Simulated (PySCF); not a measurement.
# ethynylalumane (C2H3Al): electronic excitations at several levels of theory, part 1 of 2

Aim: compute the electronic excitations of ethynylalumane (C2H3Al) (`C#[C][AlH2]`) at several levels, and see how far they spread and what each costs.

The runs use PySCF 2.14.0, with density-fitted response routines of our own; the level of theory stands in each step. All values are computed, except where a source is named. Atoms count from 0, in the outputs and in this text.

## (1) The molecule as given

6 atoms, charge 0, multiplicity 1; geometry from: PBE0-D3(BJ)/def2-SVP.

Bonds of the start (Å): C0–C1 1.22, C1–Al2 1.91, C0–H3 1.08, Al2–H4 1.58, Al2–H5 1.58.

## (2) TDDFT and polarisability: CAM-B3LYP/def2-SVPD

The job: settings as JSON, then the geometry in Å.

```
{"job": {"kind": "uv", "xc": "CAM-B3LYP", "basis": "def2-SVPD", "ip": true}, "charge": 0, "multiplicity": 1}
C      1.838796    -0.175180    -0.129935
C      0.624814    -0.063827    -0.045242
Al    -1.276154     0.113096     0.085817
H      2.908489    -0.272715    -0.203660
H     -2.174322    -1.187376    -0.015191
H     -1.897471     1.555998     0.289922
```

Level: TDDFT CAM-B3LYP/def2-SVPD, vertical, gas phase, core orbitals frozen in the response.

The run is started by

```bash
OMP_NUM_THREADS=1 python probes_run.py task.json out
```

One launch serves the whole session: the jobs run in the order shown.

The program printed:

```text
coarse grid: 5656 points
cycle   1  E = -320.1085293488  dE =  2.636e-03  |g| = 3.141e-01  |ddm| = 5.138e+00
cycle   2  E = -320.1172999519  dE = -8.771e-03  |g| = 2.821e-01  |ddm| = 1.270e+00
cycle   3  E = -320.1370122435  dE = -1.971e-02  |g| = 8.975e-02  |ddm| = 3.616e-01
cycle   4  E = -320.1389662978  dE = -1.954e-03  |g| = 2.643e-02  |ddm| = 1.754e-01
cycle   5  E = -320.1391627568  dE = -1.965e-04  |g| = 2.343e-03  |ddm| = 5.919e-02
cycle   6  E = -320.1391650978  dE = -2.341e-06  |g| = 3.105e-04  |ddm| = 1.333e-02
final grid: 50424 points
cycle   7  E = -320.1914432596  dE = -7.475e-06  |g| = 1.055e-03  |ddm| = 3.984e-02
cycle   8  E = -320.1914434304  dE = -1.708e-07  |g| = 7.808e-04  |ddm| = 4.849e-03
cycle   9  E = -320.1914436089  dE = -1.786e-07  |g| = 1.367e-04  |ddm| = 1.362e-03
cycle  10  E = -320.1914436114  dE = -2.421e-09  |g| = 1.233e-04  |ddm| = 2.818e-04
cycle  11  E = -320.1914436156  dE = -4.206e-09  |g| = 1.095e-05  |ddm| = 1.775e-04
cycle  12  E = -320.1914436158  dE = -2.130e-10  |g| = 3.761e-06  |ddm| = 3.591e-05
converged SCF energy = -320.1914436158

Static polarisability (au): isotropic 50.204, principal 38.026 43.917 68.668

Singlet excitations
state   eV       nm        f      main configurations
  1   4.7391    261.6   0.00000   H->L 0.93
  2   5.5297    224.2   0.03476   H-1->L 0.75, H->L+2 0.17
  3   5.6756    218.5   0.00000   H-2->L 0.91
  4   6.3398    195.6   0.00000   H-1->L+2 0.94
  5   6.6247    187.2   0.02758   H-3->L 0.98
  6   7.3696    168.2   0.26006   H->L+2 0.42, H-1->L+6 0.27, H-1->L 0.23
  7   7.6459    162.2   0.00859   H->L+1 0.72, H->L+3 0.22
  8   7.6896    161.2   0.00000   H->L+6 0.74
  9   7.9730    155.5   0.10387   H-1->L+1 0.73, H-1->L+3 0.21
 10   8.1215    152.7   0.03369   H->L+3 0.52, H->L+1 0.12, H-2->L+3 0.12

Triplet excitations (Tamm-Dancoff, eV): 4.3809 4.4442 5.1801 5.1907
Vertical ionisation energy (delta-SCF) = 10.3993 eV
Vertical electron affinity (delta-SCF) = 0.1501 eV
```

It took 32 s on 1 thread of Arm Neoverse N1, shared host; peak memory 0.4 GiB.

Frontier orbitals and where they lie:

```tsv
orbital	eV	atoms
HOMO−3	-11.28	Al2 36 %, C1 22 %, H4 18 %
HOMO−2	-10.38	Al2 32 %, H5 20 %, H4 20 %
HOMO−1	-9.72	C1 45 %, C0 44 %, Al2 6 %
HOMO	-9.37	C0 34 %, C1 33 %, Al2 13 %
LUMO	-0.93	Al2 56 %, C1 17 %, C0 10 %
LUMO+1	1.00	Al2 78 %, C0 8 %, C1 5 %
LUMO+2	1.29	C0 33 %, C1 31 %, Al2 19 %
```

With each of the 10 states as a Gaussian band of 0.4 eV half-width at 1/e, the curve within the window shown has maxima at 224 nm (ε 1,400), 167 nm (ε 11,000) L/(mol cm). Beyond the last state computed it falls off for lack of states. The curve at chosen wavelengths:

```
 nm  ε (L/mol/cm)
147          1992
153          5713
159          7919
165         10910
171          9884
177          4908
183          2075
190          1156
196           661
202           391
208           523
214           943
220          1324
226          1387
232          1121
238           727
244           390
250           179
256            71
263            21
269             7
275             2
281             1
287             0
293             0
299             0
```

Further results of this job:

```tsv
property	computed
dipole moment (D)	0.53
polarisability (Å³)	7.44
HOMO–LUMO gap (eV)	8.44
−ε(HOMO) (eV)	9.37
```

## (3) TDDFT and polarisability: wB97X-D/def2-SVPD

Settings changed since step 2:

```diff
@@ -1,2 +1,2 @@
-{"job": {"kind": "uv", "xc": "CAM-B3LYP", "basis": "def2-SVPD", "ip": true}, "charge": 0, "multiplicity": 1}
+{"job": {"kind": "uv", "xc": "wB97X-D", "basis": "def2-SVPD", "ip": true}, "charge": 0, "multiplicity": 1}
 C      1.838796    -0.175180    -0.129935
```

With the program's defaults for keys left out, this is: TDDFT wB97X-D/def2-SVPD, vertical, gas phase, core orbitals frozen in the response.

The program printed:

```text
coarse grid: 5656 points
cycle   1  E = -320.1183903964  dE = -9.478e-03  |g| = 3.054e-01  |ddm| = 4.578e+00
cycle   2  E = -320.1344524506  dE = -1.606e-02  |g| = 2.293e-01  |ddm| = 1.045e+00
cycle   3  E = -320.1471940130  dE = -1.274e-02  |g| = 7.568e-02  |ddm| = 3.562e-01
cycle   4  E = -320.1486102118  dE = -1.416e-03  |g| = 2.432e-02  |ddm| = 1.622e-01
cycle   5  E = -320.1487862632  dE = -1.761e-04  |g| = 2.210e-03  |ddm| = 6.728e-02
cycle   6  E = -320.1487890563  dE = -2.793e-06  |g| = 4.174e-04  |ddm| = 1.458e-02
final grid: 50424 points
cycle   7  E = -320.1982416006  dE = -3.292e-05  |g| = 1.827e-03  |ddm| = 6.971e-02
cycle   8  E = -320.1982423060  dE = -7.054e-07  |g| = 8.805e-04  |ddm| = 7.759e-03
cycle   9  E = -320.1982424724  dE = -1.664e-07  |g| = 5.127e-04  |ddm| = 2.134e-03
cycle  10  E = -320.1982425340  dE = -6.151e-08  |g| = 1.875e-04  |ddm| = 9.358e-04
cycle  11  E = -320.1982425443  dE = -1.031e-08  |g| = 2.253e-05  |ddm| = 3.030e-04
cycle  12  E = -320.1982425449  dE = -5.796e-10  |g| = 6.532e-06  |ddm| = 7.281e-05
converged SCF energy = -320.1982425449

Static polarisability (au): isotropic 50.649, principal 38.926 44.255 68.766

Singlet excitations
state   eV       nm        f      main configurations
  1   4.8159    257.4   0.00000   H->L 0.93
  2   5.6002    221.4   0.03389   H-1->L 0.75, H->L+2 0.17
  3   5.7128    217.0   0.00000   H-2->L 0.91
  4   6.4041    193.6   0.00000   H-1->L+2 0.95
  5   6.6512    186.4   0.03251   H-3->L 0.98
  6   7.4573    166.3   0.29016   H->L+2 0.44, H-1->L+5 0.25, H-1->L 0.23
  7   7.7600    159.8   0.00905   H->L+1 0.64, H->L+3 0.28
  8   7.8254    158.4   0.00000   H->L+5 0.74
  9   8.0754    153.5   0.11917   H-1->L+1 0.66, H-1->L+3 0.26
 10   8.2245    150.7   0.02836   H->L+3 0.45, H-2->L+3 0.18, H->L+1 0.17

Triplet excitations (Tamm-Dancoff, eV): 4.5305 4.5753 5.3376 5.3438
Vertical ionisation energy (delta-SCF) = 10.3747 eV
Vertical electron affinity (delta-SCF) = 0.0887 eV
```

Run time: 31 s. Hardware: 1 thread of Arm Neoverse N1, shared host; peak memory 0.4 GiB.

In short: HOMO -9.91 eV, LUMO -0.18 eV; lowest singlet 4.82 eV.

## (4) Excited states and response: LC-wPBE/def2-SVPD

Settings changed since step 3:

```diff
@@ -1,2 +1,2 @@
-{"job": {"kind": "uv", "xc": "wB97X-D", "basis": "def2-SVPD", "ip": true}, "charge": 0, "multiplicity": 1}
+{"job": {"kind": "uv", "xc": "LC-wPBE", "basis": "def2-SVPD", "ip": true}, "charge": 0, "multiplicity": 1}
 C      1.838796    -0.175180    -0.129935
```

With the program's defaults for keys left out, this is: TDDFT LC-wPBE/def2-SVPD, vertical, gas phase, core orbitals frozen in the response.

The program printed:

```text
coarse grid: 5656 points
cycle   1  E = -319.9947186405  dE = -2.165e-02  |g| = 2.889e-01  |ddm| = 4.540e+00
cycle   2  E = -320.0145724311  dE = -1.985e-02  |g| = 1.895e-01  |ddm| = 9.994e-01
cycle   3  E = -320.0227340855  dE = -8.162e-03  |g| = 7.223e-02  |ddm| = 3.250e-01
cycle   4  E = -320.0240685689  dE = -1.334e-03  |g| = 2.203e-02  |ddm| = 2.110e-01
cycle   5  E = -320.0242149478  dE = -1.464e-04  |g| = 2.005e-03  |ddm| = 7.073e-02
cycle   6  E = -320.0242176140  dE = -2.666e-06  |g| = 4.856e-04  |ddm| = 1.521e-02
final grid: 50424 points
cycle   7  E = -320.0838035759  dE = -7.976e-06  |g| = 1.467e-03  |ddm| = 5.693e-02
cycle   8  E = -320.0838041421  dE = -5.662e-07  |g| = 7.491e-04  |ddm| = 6.306e-03
cycle   9  E = -320.0838042278  dE = -8.576e-08  |g| = 8.709e-05  |ddm| = 2.199e-03
cycle  10  E = -320.0838042328  dE = -4.936e-09  |g| = 7.223e-05  |ddm| = 6.611e-04
cycle  11  E = -320.0838042344  dE = -1.657e-09  |g| = 2.268e-05  |ddm| = 1.952e-04
cycle  12  E = -320.0838042349  dE = -5.058e-10  |g| = 7.120e-06  |ddm| = 8.952e-05
converged SCF energy = -320.0838042349

Static polarisability (au): isotropic 48.820, principal 37.557 42.624 66.278

Singlet excitations
state   eV       nm        f      main configurations
  1   5.0746    244.3   0.00000   H->L 0.84, H->L+6 0.08
  2   5.8516    211.9   0.02106   H-1->L 0.61, H->L+2 0.21, H-1->L+6 0.10
  3   5.9257    209.2   0.00000   H-2->L 0.80, H->L+6 0.10
  4   6.4180    193.2   0.00000   H-1->L+2 0.87
  5   6.8797    180.2   0.03285   H-3->L 0.96
  6   7.9096    156.8   0.39741   H-1->L 0.37, H->L+2 0.37, H-1->L+6 0.13
  7   8.2258    150.7   0.00339   H->L+1 0.47, H->L+3 0.40
  8   8.4021    147.6   0.00000   H->L+6 0.54, H-2->L 0.13, H->L 0.10
  9   8.5831    144.5   0.11815   H-1->L+1 0.57, H-1->L+3 0.29
 10   8.6007    144.2   0.00383   H->L+1 0.27, H-2->L+3 0.24, H->L+3 0.17

Triplet excitations (Tamm-Dancoff, eV): 4.4233 4.6523 5.1434 5.2744
Vertical ionisation energy (delta-SCF) = 10.6200 eV
```

It took 31 s on 1 thread of Arm Neoverse N1, shared host; peak memory 0.4 GiB.

In short: HOMO -10.79 eV, LUMO 0.19 eV; lowest singlet 5.07 eV.

## (5) Excited states and response: PBE0/6-31G*

Settings changed since step 4:

```diff
@@ -1,2 +1,2 @@
-{"job": {"kind": "uv", "xc": "LC-wPBE", "basis": "def2-SVPD", "ip": true}, "charge": 0, "multiplicity": 1}
+{"job": {"kind": "uv", "xc": "PBE0", "basis": "6-31G*"}, "charge": 0, "multiplicity": 1}
 C      1.838796    -0.175180    -0.129935
```

Method: TDDFT PBE0/6-31G*, vertical, gas phase, core orbitals frozen in the response.

The program printed:

```text
coarse grid: 5656 points
cycle   1  E = -320.1183288886  dE =  4.944e-02  |g| = 3.597e-01  |ddm| = 2.360e+00
cycle   2  E = -320.1079199822  dE =  1.041e-02  |g| = 4.047e-01  |ddm| = 8.129e-01
cycle   3  E = -320.1509825703  dE = -4.306e-02  |g| = 1.383e-01  |ddm| = 4.422e-01
cycle   4  E = -320.1559617761  dE = -4.979e-03  |g| = 2.742e-02  |ddm| = 1.195e-01
cycle   5  E = -320.1561909979  dE = -2.292e-04  |g| = 2.407e-03  |ddm| = 3.162e-02
cycle   6  E = -320.1561933106  dE = -2.313e-06  |g| = 1.918e-04  |ddm| = 3.941e-03
final grid: 50424 points
cycle   7  E = -320.1259063774  dE = -6.960e-06  |g| = 3.237e-03  |ddm| = 1.259e-02
cycle   8  E = -320.1259066058  dE = -2.284e-07  |g| = 3.189e-03  |ddm| = 6.988e-03
cycle   9  E = -320.1259098782  dE = -3.272e-06  |g| = 1.890e-04  |ddm| = 3.494e-03
cycle  10  E = -320.1259098743  dE =  3.861e-09  |g| = 2.380e-04  |ddm| = 3.324e-04
cycle  11  E = -320.1259098893  dE = -1.504e-08  |g| = 1.033e-05  |ddm| = 1.716e-04
cycle  12  E = -320.1259098894  dE = -3.740e-11  |g| = 1.527e-06  |ddm| = 1.924e-05
converged SCF energy = -320.1259098894

Static polarisability (au): isotropic 39.475, principal 23.621 31.532 63.272

Singlet excitations
state   eV       nm        f      main configurations
  1   4.4915    276.0   0.00000   H->L 0.98
  2   5.2804    234.8   0.06259   H-1->L 0.88, H->L+1 0.11
  3   5.5614    222.9   0.00000   H-2->L 0.98
  4   6.4660    191.7   0.02444   H-3->L 0.99
  5   6.5440    189.5   0.00000   H-1->L+1 0.97
  6   7.3578    168.5   0.18272   H->L+1 0.53, H-1->L+3 0.35, H-1->L 0.09
  7   7.6167    162.8   0.00000   H->L+3 0.91
  8   7.8889    157.2   0.02919   H->L+2 0.97
  9   8.1767    151.6   0.06899   H-1->L+2 0.99
 10   8.3936    147.7   0.09044   H-2->L+1 0.83, H->L+1 0.10

Triplet excitations (Tamm-Dancoff, eV): 4.1290 4.2210 5.1093 5.1553
```

Run time: 3.5 s. Hardware: 1 thread of Arm Neoverse N1, shared host; peak memory 0.4 GiB.

This run: HOMO -7.77 eV, LUMO -1.76 eV; lowest singlet 4.49 eV.

## (6) Excited states and response: PBE0/def2-SVP

Settings changed since step 5:

```diff
@@ -1,2 +1,2 @@
-{"job": {"kind": "uv", "xc": "PBE0", "basis": "6-31G*"}, "charge": 0, "multiplicity": 1}
+{"job": {"kind": "uv", "xc": "PBE0", "basis": "def2-SVP"}, "charge": 0, "multiplicity": 1}
 C      1.838796    -0.175180    -0.129935
```

Method: TDDFT PBE0/def2-SVP, vertical, gas phase, core orbitals frozen in the response.

The program printed:

```text
coarse grid: 5656 points
cycle   1  E = -319.9306037633  dE =  2.090e-02  |g| = 3.406e-01  |ddm| = 2.547e+00
cycle   2  E = -319.9199730257  dE =  1.063e-02  |g| = 3.909e-01  |ddm| = 8.031e-01
cycle   3  E = -319.9590177209  dE = -3.904e-02  |g| = 1.427e-01  |ddm| = 4.398e-01
cycle   4  E = -319.9644088008  dE = -5.391e-03  |g| = 2.567e-02  |ddm| = 1.265e-01
cycle   5  E = -319.9646108902  dE = -2.021e-04  |g| = 2.615e-03  |ddm| = 3.054e-02
cycle   6  E = -319.9646135900  dE = -2.700e-06  |g| = 2.050e-04  |ddm| = 4.459e-03
final grid: 50424 points
cycle   7  E = -320.0118228991  dE = -6.189e-06  |g| = 2.771e-03  |ddm| = 1.052e-02
cycle   8  E = -320.0118230198  dE = -1.206e-07  |g| = 2.744e-03  |ddm| = 6.323e-03
cycle   9  E = -320.0118254653  dE = -2.445e-06  |g| = 1.068e-04  |ddm| = 3.098e-03
cycle  10  E = -320.0118254639  dE =  1.312e-09  |g| = 1.339e-04  |ddm| = 2.138e-04
cycle  11  E = -320.0118254688  dE = -4.846e-09  |g| = 9.904e-06  |ddm| = 1.055e-04
cycle  12  E = -320.0118254688  dE = -2.683e-11  |g| = 1.328e-06  |ddm| = 1.565e-05
converged SCF energy = -320.0118254688

Static polarisability (au): isotropic 41.812, principal 25.375 34.785 65.277

Singlet excitations
state   eV       nm        f      main configurations
  1   4.5881    270.2   0.00000   H->L 0.98
  2   5.3811    230.4   0.05009   H-1->L 0.86, H->L+1 0.12
  3   5.5327    224.1   0.00000   H-2->L 0.98
  4   6.4469    192.3   0.02811   H-3->L 0.99
  5   6.4989    190.8   0.00000   H-1->L+1 0.97
  6   7.3310    169.1   0.21742   H->L+1 0.54, H-1->L+3 0.33, H-1->L 0.10
  7   7.6238    162.6   0.00000   H->L+3 0.89
  8   8.0599    153.8   0.01412   H->L+2 0.70, H->L+4 0.25
  9   8.1280    152.5   0.08814   H-2->L+1 0.80, H->L+1 0.11
 10   8.3672    148.2   0.06822   H-1->L+2 0.93

Triplet excitations (Tamm-Dancoff, eV): 4.2304 4.3004 5.0794 5.1527
```

Wall time 3.9 s (1 thread of Arm Neoverse N1, shared host); peak memory 0.4 GiB.

Key values: HOMO -7.96 eV, LUMO -1.84 eV; lowest singlet 4.59 eV.

(Continued in part 2 of 2.)
